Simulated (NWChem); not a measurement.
# B3LYP/6-31G(d) (Cartesian functions) run of AlH (SMILES [AlH])

What is the energy change on altering one bond length of AlH at B3LYP/6-31G* (Cartesian functions)? Input form: an ASE script.

The results are computed with NWChem 7.3.0.

20 further runs of the same task are left out: 20 set aside as unsound or not needed. Runs told in other sessions of the task aren't counted.

## 1. Starting point

The species is AlH (2 atoms), meant as a singlet with charge 0. As SMILES, `[AlH]`. The coordinates come from a PBE0-D4/def2-TZVP relaxation.

Bond lengths: Al1–H2 1.665 Å.

## 2. Energy and gradient at B3LYP/6-31G(d) (Cartesian functions)

The input, run.py:

```python
from ase import Atoms
from ase.calculators.nwchem import NWChem

mol = Atoms(['Al', 'H'], positions=[
    [-0.000000, 0.000000, -0.025640],
    [0.000000, -0.000000, 1.639110],
])

calc = NWChem(
    label='geom',
    theory='dft',
    memory='2200 mb',
    basis='6-31G*',
    dft={'xc': 'b3lyp', 'mult': '1', 'grid': 'xfine', 'convergence': 'energy 1e-08', 'iterations': '100', 'mulliken': None},
)
mol.calc = calc

forces = mol.get_forces()
print("Total energy (eV):", round(mol.get_potential_energy(), 6))
print("forces (eV/A):")
for s, f in zip(mol.symbols, forces):
    print(f"{s:2s} {f[0]:10.5f} {f[1]:10.5f} {f[2]:10.5f}")
print("dipole (e A):", mol.get_dipole_moment().round(4))
```

Command:

```sh
$ export ASE_NWCHEM_COMMAND="nwchem PREFIX.nwi > PREFIX.nwo"
$ python run.py
```

Standard output:

```text
Total energy (eV): -6611.904324
forces (eV/A):
Al    0.00000   -0.00000   -0.08197
H    -0.00000    0.00000    0.08197
dipole (e A): [-0.     -0.      0.0422]
```

The calculator wrote geom.nwi:

```
title "geom"

permanent_dir geom

scratch_dir geom

start geom

geometry units angstrom nocenter noautosym noautoz
  Al -0.0000000000000000e+00 0.0000000000000000e+00 -2.5640000000000000e-02
  H  0.0000000000000000e+00 -0.0000000000000000e+00 1.6391100000000001e+00
end

memory 2200 mb

basis noprint
   * library 6-31G*
end

dft
  xc b3lyp
  mult 1
  grid xfine
  convergence energy 1e-08
  iterations 100
  mulliken
end

task dft gradient
```

geom.nwo:

```text
Northwest Computational Chemistry Package (NWChem) 7.3.0
             --------------------------------------------------------

           Job information
           ---------------

    nwchem branch   = 7.3.0
    use scalapack   = T
    input           = geom.nwi
    prefix          = geom.
    data base       = geom/geom.db
    status          = startup
    nproc           =        1

           Memory information
           ------------------

    heap     =     72089600 doubles =      550.0 Mbytes
    stack    =     72089597 doubles =      550.0 Mbytes
    global   =    144179200 doubles =     1100.0 Mbytes (distinct from heap & stack)
    total    =    288358397 doubles =     2200.0 Mbytes
    verify   = yes
    hardfail = no

           Directory information
           ---------------------

  0 permanent = geom
  0 scratch   = geom

[... 66 lines left out ...]
  convergence criterion.
[... 17 lines left out ...]
          Convergence on gradient requested:  5.00D-04
[... 25 lines left out ...]
          Convergence aids based upon iterative change in
[... 28 lines left out ...]
 1-e energy   =    -345.323401
[... 34 lines left out ...]
         Total DFT energy =     -242.983004162020
[... 2 lines left out ...]
    Exchange-Corr. energy =      -18.967186403876
[... 211 lines left out ...]
          Convergence on energy requested:  1.00D-08
[... 23 lines left out ...]
          Spatial weights used:  Erf1
[... 4 lines left out ...]
          total energy or number of iterations.
[... 18 lines left out ...]
                            NWChem DFT Gradient Module
                            --------------------------

                                       geom

  charge          =   0.00
  wavefunction    = closed shell

                         DFT ENERGY GRADIENTS

    atom               coordinates                        gradient
                 x          y          z           x          y          z
   1 Al      0.000000   0.000000  -0.048453   -0.000000   0.000000   0.001594
   2 H       0.000000   0.000000   3.097469    0.000000  -0.000000  -0.001594

                 ----------------------------------------
                 |  Time  |  1-e(secs)   |  2-e(secs)   |
                 ----------------------------------------
                 |  CPU   |       0.00   |       0.08   |
                 ----------------------------------------
                 |  WALL  |       0.00   |       0.08   |
                 ----------------------------------------

 Task  times  cpu:        2.2s     wall:        2.2s
 Total times  cpu:        2.2s     wall:        2.2s
```

It took 3.6 s on 1 thread of Intel Xeon Platinum 8259CL at 2.50GHz (Skylake/Cascade Lake), shared host; peak memory 0.11 GiB.

## 3. The distorted shape: a single-point energy at B3LYP/6-31G(d) (Cartesian functions)

The input, run.py:

```python
from ase import Atoms
from ase.calculators.nwchem import NWChem

atoms = Atoms(['Al', 'H'], positions=[
    [-0.000000, 0.000000, -0.857990],
    [0.000000, -0.000000, 1.639110],
])

calc = NWChem(
    label='mymol',
    theory='dft',
    memory='2200 mb',
    basis='6-31G*',
    dft={'xc': 'b3lyp', 'mult': '1', 'grid': 'xfine', 'convergence': 'energy 1e-08', 'iterations': '100', 'mulliken': None},
    task='energy',
)
atoms.calc = calc

e = atoms.get_potential_energy()
print(f"E = {e:.6f} eV")
print("dipole (e A):", atoms.get_dipole_moment().round(4))
```

Command:

```sh
$ export ASE_NWCHEM_COMMAND="nwchem PREFIX.nwi > PREFIX.nwo"
$ python run.py
```

Standard output:

```text
E = -6610.594504 eV
dipole (e A): [ 0.     -0.     -0.6042]
```

The calculator wrote mymol.nwi:

```
title "mymol"

permanent_dir mymol

scratch_dir mymol

start mymol

geometry units angstrom nocenter noautosym noautoz
  Al -0.0000000000000000e+00 0.0000000000000000e+00 -8.5799000000000003e-01
  H  0.0000000000000000e+00 -0.0000000000000000e+00 1.6391100000000001e+00
end

memory 2200 mb

basis noprint
   * library 6-31G*
end

dft
  xc b3lyp
  mult 1
  grid xfine
  convergence energy 1e-08
  iterations 100
  mulliken
end

task dft energy
```

mymol.nwo:

```text
Northwest Computational Chemistry Package (NWChem) 7.3.0
             --------------------------------------------------------

           Job information
           ---------------

    nwchem branch   = 7.3.0
    use scalapack   = T
    input           = mymol.nwi
    prefix          = mymol.
    data base       = mymol/mymol.db
    status          = startup
    nproc           =        1

           Memory information
           ------------------

    heap     =     72089600 doubles =      550.0 Mbytes
    stack    =     72089597 doubles =      550.0 Mbytes
    global   =    144179200 doubles =     1100.0 Mbytes (distinct from heap & stack)
    total    =    288358397 doubles =     2200.0 Mbytes
    verify   = yes
    hardfail = no

           Directory information
           ---------------------

  0 permanent = mymol
  0 scratch   = mymol

[... 54 lines left out ...]
  convergence criterion.
[... 18 lines left out ...]
          Convergence on density requested:  1.00D-05
[... 24 lines left out ...]
          Convergence Information
[... 55 lines left out ...]
   convergence    iter        energy       DeltaE   RMS-Dens  Diis-err    time
[... 11 lines left out ...]
           Coulomb energy =      115.637668405793
[... 7 lines left out ...]
                       DFT Final Molecular Orbital Analysis
[... 181 lines left out ...]
    Atom       Charge   Shell Charges
 -----------   ------   -------------------------------------------------------
    1 Al  13    12.81   2.00  1.99  5.87  0.65  0.49  0.58  0.48  0.75
    2 H    1     1.19   0.42  0.77

 center of mass
 --------------
 x =   0.00000000 y =   0.00000000 z =  -1.45145291

 moments of inertia (a.u.)
 ------------------
          21.633578123470           0.000000000000           0.000000000000
           0.000000000000          21.633578123470           0.000000000000
           0.000000000000           0.000000000000           0.000000000000

     Multipole analysis of the density
     ---------------------------------

     L   x y z        total         alpha         beta         nuclear
     -   - - -        -----         -----         ----         -------
     0   0 0 0     -0.000000     -7.000000     -7.000000     14.000000

     1   1 0 0      0.000000      0.000000      0.000000      0.000000
[... 8 lines of this table left out ...]
     2   0 0 2    -15.335908    -29.552491    -29.552491     43.769073

 Task  times  cpu:        2.4s     wall:        2.4s
 Total times  cpu:        2.5s     wall:        2.5s
```

It took 3.9 s on 1 thread of Intel Xeon Platinum 8259CL at 2.50GHz (Skylake/Cascade Lake), shared host; peak memory 0.11 GiB.

## 4. Outcome

Level: B3LYP/6-31G* (Cartesian functions).

| quantity | value |
| --- | --- |
| first shape: total energy | -242.98300 Eh |
| first shape: dipole moment | 0.20 D |
| first shape: HOMO energy | -5.60 eV |
| first shape: LUMO energy | -1.92 eV |
| first shape: HOMO–LUMO gap | 3.68 eV |
| first shape: largest force on an atom | 0.082 eV/Å |
| distorted shape: total energy | -242.93487 Eh |
| distorted shape: dipole moment | 2.90 D |
| distorted shape: HOMO energy | -5.35 eV |
| distorted shape: LUMO energy | -2.37 eV |
| distorted shape: HOMO–LUMO gap | 2.97 eV |
| energy change with the Al1–H2 bond stretched from 1.665 to 2.497 Å | 1.310 eV |

**Reading.** One bond (distorted shape) is far stretched, which a spin-restricted single reference describes badly; a broken-symmetry solution may lie lower. With the Al1–H2 bond stretched from 1.665 to 2.497 Å the energy rises by 1.31 eV (30 kcal/mol). The first shape isn't relaxed at this level, so the change isn't measured from a minimum. A restricted reference can't describe the breaking bond well at this length.
